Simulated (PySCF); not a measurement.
Species: BClH₅N.
Bonds: N1–B2, B2–Cl3. Hydrogens: H4, H5, H6 on N1; H7, H8 on B2.

Theory: PBE0-D3(BJ)/def2-SVP geometry optimisation, gas phase (PySCF 2.14.0).

Question: Give the optimised bond lengths and angles.

Answer: 
| bond | length (pm) | order |
| --- | --- | --- |
| N1–B2 | 162.4 | single |
| B2–Cl3 | 185.7 | single |
| N1–H4, N1–H5, N1–H6 | 102.2 | single |
| B2–H7, B2–H8 | 121.7 | single |

Bonds in one row agree within 1 pm and their mean is given. Orders are formal, as drawn. A selection of angles:
| angle | degrees |
| --- | --- |
| B2–N1–H4 | 110.0 |
| B2–N1–H5 | 111.9 |
| H4–N1–H5 | 108.8 |
| H4–N1–H6 | 107.2 |
| N1–B2–Cl3 | 103.2 |
| N1–B2–H7 | 106.0 |
| Cl3–B2–H7 | 112.6 |
| H7–B2–H8 | 115.2 |

N1 (nitrogen bonded to B and 3 H) is tetrahedral (angles from 107.2° to 111.9°). B2 (four-coordinate boron) is distorted tetrahedral (angles from 103.2° to 115.2°).

Point group: Cs (tolerance 0.08 Å). Whether it is a minimum is left open (no frequencies).
